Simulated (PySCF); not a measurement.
C5H11Cl: calculation against experiment

**What was measured.**

From NIST CCCBDB Release 22 (SRD 101), experimental polarizabilities, for the gas: mean polarisability 12 Å³.

The runs below try to reproduce these values; the comparison stands at the end.

Species: C5H11Cl.
Atom-mapped SMILES: `[CH3:1][CH2:2][CH2:3][CH2:4][CH2:5][Cl:6]` (hydrogens: H7, H8, H9 on C1; H10, H11 on C2; H12, H13 on C3; H14, H15 on C4; H16, H17 on C5)

Cartesian coordinates in Å at the PBE0-D3(BJ)/def2-SVP level; atoms count from 1:
```xyz
17
C5H11Cl angstrom
C      2.1550    0.3516   -0.1283
C      0.8817   -0.1049    0.5656
C     -0.3856    0.3321   -0.1557
C     -1.6618   -0.1356    0.5269
C     -2.9373    0.3354   -0.1381
Cl    -3.1195    2.1193   -0.0675
H      2.2257   -0.0624   -1.1471
H      3.0539    0.0353    0.4220
H      2.1876    1.4492   -0.2180
H      0.8611    0.2867    1.5980
H      0.8863   -1.2051    0.6648
H     -0.4067    1.4323   -0.2344
H     -0.3677   -0.0457   -1.1945
H     -1.6929   -1.2403    0.5471
H     -1.6674    0.1917    1.5805
H     -3.8259   -0.0856    0.3509
H     -2.9636    0.0617   -1.2028
```

Runs made with PySCF (gas phase, on this PBE0-D3(BJ)/def2-SVP geometry; no spin–orbit coupling):

```tsv
level	job	basis functions
CAM-B3LYP/def2-SVPD	6 singlets by full TDDFT, polarisability, dynamic polarisability	215
```

## Comparison

**Mean polarisability.** Measured: 12 Å³ (NIST CCCBDB Release 22 (SRD 101), experimental polarizabilities).

| level | computed (Å³) | computed − measured (Å³) | % (from the printed values) |
| --- | --- | --- | --- |
| CAM-B3LYP/def2-SVPD | 11.43 | -0.57 | -5 |

The computed values are static and purely electronic, with core orbitals frozen in the response (1 au = 0.148185 Å³). The table of measured values doesn't say here whether a value is static or optical, or holds a vibrational part. The measurement averages over conformers, the calculation has one.

No measured geometry was used, and the causes of the misses weren't examined.
